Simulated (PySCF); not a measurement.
Molecule: SMILES C1COCCO1, C4H8O2.

Geometry (Å), atoms numbered from 1 in this order:
```xyz
14

C     0.486    1.280    0.203
C     1.348    0.036    0.309
O     0.574   -1.073    0.692
C    -0.486   -1.280   -0.207
C    -1.348   -0.036   -0.313
O    -0.574    1.073   -0.696
H     0.093    1.536    1.208
H     1.072    2.134   -0.168
H     1.834   -0.154   -0.671
H     2.137    0.166    1.065
H    -1.072   -2.134    0.164
H    -0.093   -1.536   -1.213
H    -2.137   -0.166   -1.069
H    -1.834    0.154    0.667
```

Geometry PBE0-D3(BJ)/def2-SVP throughout; GIAO in PySCF, gas phase, one conformer, non-relativistic; equivalent atoms averaged; functional PBE0.

(1) How do the shifts δ (against TMS, H2O at the same level) depend on the basis set? (ppm; last column core-seconds on shared hosts with different chips, so compare them loosely)

(2) Which nucleus moves most, in ppm?

(3) Taking the largest basis, pcSseg-2 (328 functions), as the yardstick, rank the others by their worst heavy-atom deviation.

Answers

(1) 
```csv
basis set,functions,C1/C2/C4/C5,O3/O6,H7/H8/H9/H10/H11/H12/H13/H14,core-s
STO-3G,38,50.2,-31.3,1.71,4.9
6-31G,70,63.3,16.6,3.63,9.5
pcSseg-0,70,69.1,16.6,3.60,4.5
6-31G*,100,63.2,16.3,3.44,15
def2-SVP,124,63.3,31.2,3.21,19
cc-pVDZ,124,65.1,39.2,3.31,9.6
pcSseg-1,142,68.6,38.8,3.44,9.5
"6-311+G(2d,p)",210,67.7,36.3,3.51,40
aug-cc-pVDZ,210,65.7,36.9,3.59,22
def2-TZVP,234,69.2,39.0,3.49,50
IGLO-III,290,70.3,37.1,3.53,34
cc-pVTZ,292,68.5,40.9,3.44,36
pcSseg-2,328,71.1,37.3,3.50,48
```

(2) O3/O6 (ether oxygen): from -31.3 ppm with STO-3G to 40.9 ppm with cc-pVTZ. The smallest spread is 1.92 ppm, at H7/H8/H9/H10/H11/H12/H13/H14. Proton shifts span only some 12 ppm, so a few tenths of a ppm matter as much there as several ppm in carbon.

(3) IGLO-III 0.8 ppm (290 functions), def2-TZVP 1.9 ppm (234 functions), pcSseg-1 2.5 ppm (142 functions), 6-311+G(2d,p) 3.4 ppm (210 functions), cc-pVTZ 3.5 ppm (292 functions), aug-cc-pVDZ 5.4 ppm (210 functions), cc-pVDZ 6.0 ppm (124 functions), def2-SVP 7.8 ppm (124 functions), 6-31G 20.7 ppm (70 functions), pcSseg-0 20.8 ppm (70 functions), 6-31G* 21.1 ppm (100 functions), STO-3G 68.7 ppm (38 functions).

A small basis that lands close on one nucleus may do so by chance; judge by the trend and by all nuclei.
